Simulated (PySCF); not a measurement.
# PSOH: structure of the singlet

The task is one start of a wider search on PSOH: the singlet, built as bent. It is relaxed, tested by its Hessian and followed downhill if it is a saddle.

Method: PBE0, basis P def2-TZVP, S def2-TZVP, O def2-TZVP, H def2-TZVP, no relativity, density fitting; program: PySCF 2.14.0.

## 1. Where the work starts

4 atoms, charge 0, spin multiplicity 1.

Bond lengths: P1–S2 1.960 Å, P1–O3 1.740 Å, O3–H4 0.960 Å. Angles: S2–P1–O3 110.0°, P1–O3–H4 130.0°.

Coordinates in bohr (charge 0 multiplicity 1):
```
P     0.0000    0.0000    0.0000
S    -3.0340    0.0000    2.1244
O     2.6934    0.0000    1.8859
H     3.6487   -1.3897    2.5549
```

## 2. The SCF at the typed geometry

One driver script runs all steps and calls PySCF; scf.py shows how it sets up the SCF of each step. The optimiser is the driver's own. After this first run the driver tries any further starts and a stability analysis.

The input, scf.py:

```python
from pyscf import gto, scf, dft
mol = gto.M(atom='''
P      0.000000     0.000000     0.000000
S     -1.605500     0.000000     1.124200
O      1.425300     0.000000     0.998000
H      1.930800    -0.735400     1.352000''',
    basis={'P': 'def2-TZVP', 'S': 'def2-TZVP', 'O': 'def2-TZVP', 'H': 'def2-TZVP'},
    charge=0, spin=0)
mf = dft.RKS(mol, xc='PBE0')
mf.grids.atom_grid = (50, 194)
aux = {'P': 'def2-universal-JKFIT', 'S': 'def2-universal-JKFIT', 'O': 'def2-universal-JKFIT', 'H': 'def2-universal-JKFIT'}
mf = mf.density_fit(auxbasis=aux)
mf.conv_tol = 1e-08
mf.diis_space = 10
mf.max_cycle = 60
mf.init_guess = 'minao'
mf.verbose = 4
mf.kernel()
```

On the command line:

```console
> OMP_NUM_THREADS=2 python axn.py task.json out
```

After this run come: Relaxing the singlet from the bent start; Vibrations and properties at this point.

Q: Predict the outcome of this session. Wanted: minimum; geometry; wavenumbers; dipole moment; highest occupied, lowest empty level; polar-tensor charge of P1; zero-point energy; atomisation energy.

As calculated:

```
                                 quantity                                                              value
                                  minimum                                                        singlet, Cs
                                 geometry  O–H 0.969 Å, P–O 1.614 Å, P–S 1.909 Å; H–O–P 113.0°, O–P–S 109.9°
                       wavenumbers (cm⁻¹)       316 (a'), 577 (a''), 723 (a'), 874 (a'), 983 (a'), 3753 (a')
                            dipole moment                                                             1.25 D
     highest occupied, lowest empty level                                                    -7.47, -2.81 eV
                polar-tensor charge of P1                                                            +0.90 e
                        zero-point energy                                                        43.2 kJ/mol
                      entropy at 298.15 K                                                    273.3 J/(mol K)
atomisation energy (no zero-point energy)                                                        1284 kJ/mol
```

From C1 at the start the molecule goes to a Cs minimum. The strongest infrared band lies at 874 cm⁻¹ (a'). Other starts or spin states, not run here, may lie lower.
